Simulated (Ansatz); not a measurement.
```yaml
crystal:
  periodic: [false, false, false]
  atoms:
    - {symbol: Ga, position_ang: [0.000000, 0.000000, -1.794165]}
    - {symbol: Ge, position_ang: [0.000000, 0.000000, 1.788086]}
    - {symbol: O, position_ang: [0.000000, 0.000000, 0.006079]}
basis:
  gaussian: {orbitals: def2-TZVP}
magnetization: {spin_polarized: true, initial_magnetization: 1}
hamiltonian: {xc: pbe0}
relax: {f_tol: 0.004, max_steps: 80}
```

```sh
$ ansatz run in.yaml --threads 1 --pin off --events-out ev --progress --plain --max-ram 2176MiB
```

Steps of the relaxation (energy above the last step; positions in Å, forces in eV/Å):

```
3
step 1, 7.1 meV
Ga    0.000    0.000   -1.794    0.000    0.000   -0.304
Ge    0.000    0.000    1.788    0.000    0.000   -0.438
O     0.000    0.000    0.006    0.000    0.000    0.742
```

```
3
step 2, 2.3 meV
Ga    0.000    0.000   -1.796    0.000    0.000   -0.185
Ge    0.000    0.000    1.784    0.000    0.000   -0.235
O     0.000    0.000    0.012    0.000    0.000    0.420
```

```
3
step 3, 0.0 meV
Ga    0.000    0.000   -1.799    0.000    0.000   -0.001
Ge    0.000    0.000    1.781    0.000    0.000    0.004
O     0.000    0.000    0.019    0.000    0.000   -0.003
```

Close pairs at the end: Ge2–O3 1.762 Å, Ga1–O3 1.818 Å.

A stationary point of unrestricted PBE0 after 3 steps, with ⟨S²⟩ = 0.754 against 0.75 for a pure state; no frequencies were run, so it isn't proven a minimum. 47 s on 1 thread of Arm Neoverse V1, shared host.
